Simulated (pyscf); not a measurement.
Thermochemistry of product channels of Cl–GeH•–Cl (SMILES [Cl][GeH][Cl]) + HCl (SMILES Cl) on the doublet surface, in kcal/mol, from ωB97M-D3(BJ)/def2-TZVP energies (ideal gas, 1 atm, RRHO with modes under 100 cm⁻¹ raised to 100, one conformer, R ln 2 for rigid chiral ones). Structures and frequencies: ωB97X-D3(BJ)/def2-SVP in PySCF.

```
products                                                                                ΔE  ΔH(298 K)  ΔG(298 K)  ΔG(600 K)
----------------------------------------------------------------------------------  ------  ---------  ---------  ---------
Cl–Cl (SMILES ClCl) + Cl–GeH₂• (SMILES [Cl][GeH2])                                   +59.8      +59.3      +59.2      +59.2
Cl–Cl (SMILES ClCl) + Cl–GeH: (SMILES [Cl][GeH]) [singlet] + H• (SMILES [H])        +110.2     +105.7      +98.2      +90.5
Cl–Ge:–Cl (SMILES [Cl][Ge][Cl]) [singlet] + H₂ (SMILES [H][H]) + Cl• (SMILES [Cl])   +34.3      +32.8      +26.5      +19.9
```

These are energies of the channels, which say nothing of barriers. Left out: orbital degeneracy and the spin-orbit lowering of Cl. Elements up to Kr have no core potential and no relativistic terms here.
